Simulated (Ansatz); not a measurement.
Total energies of `CCOC(F)F`.

```xyz
12

C     0.423   -0.899   -1.502
C    -0.293   -0.449   -0.258
O     0.403    0.677    0.270
C    -0.057    1.103    1.463
F     0.796    2.026    1.921
F    -1.272    1.702    1.337
H     0.440   -0.100   -2.245
H    -0.089   -1.761   -1.935
H     1.452   -1.184   -1.277
H    -0.311   -1.248    0.496
H    -1.327   -0.167   -0.477
H    -0.165    0.300    2.206
```

Charge 0, multiplicity 1. The geometry is a stationary point of PBE0-D4/def2-TZVP. It is one conformer, not always the lowest. Basis def2-TZVPP, Ansatz.

RPA on PBE orbitals: Hartree–Fock energy of these orbitals -390.93869 Eh, correlation -1.94425 Eh (frozen core).

| functional | kind | energy without D4 (Eh) | D4 term (kJ/mol) |
| --- | --- | --- | --- |
| LC-ωPBE | long-range corrected hybrid | -392.79066 | – |
| ωB97X-V | range-separated hybrid GGA with VV10 | -392.88741 | – |

Task: Give the same for LDA (SPW92), PBE, revPBE, BLYP, r2SCAN, B97M-V, PBE0, B3LYP, r2SCANh, r2SCAN0, HSE06 (plane-wave form), BHLYP, CAM-B3LYP, ωB97M-V, B2PLYP, PBE-QIDH. (Best estimate.)

Result: Ansatz gave: 
```tsv
functional	kind	energy without D4 (Eh)	D4 term (kJ/mol)
LDA (SPW92)	LDA	-390.11001	–
PBE	GGA	-392.58292	-17.9
revPBE	GGA	-392.87815	-66.1
BLYP	GGA	-392.91974	-40.6
r2SCAN	meta-GGA	-392.82105	-4.7
B97M-V	meta-GGA with VV10	-392.91693	–
PBE0	global hybrid, 25 % exact exchange	-392.59899	-14.9
B3LYP	global hybrid, 20 %	-393.01592	-28.4
r2SCANh	meta-GGA hybrid, 10 %	-392.80096	-4.9
r2SCAN0	meta-GGA hybrid, 25 %	-392.77234	-5.3
HSE06 (plane-wave form)	screened hybrid	-392.58078	-13.7
BHLYP	global hybrid, 50 %	-392.82680	-18.8
CAM-B3LYP	range-separated hybrid	-392.88062	-14.8
ωB97M-V	range-separated hybrid meta-GGA with VV10	-392.88088	–
B2PLYP	double hybrid	-392.74683	–
PBE-QIDH	double hybrid	-392.54920	–
```

B3LYP takes the VWN-RPA correlation (the form of Gaussian; ORCA's B3LYP/G). HSE06 is the plane-wave form, built on full-range PBE exchange. The double hybrids freeze the cores in their second-order part.

LC-ωPBE has ω = 0.4 bohr⁻¹.
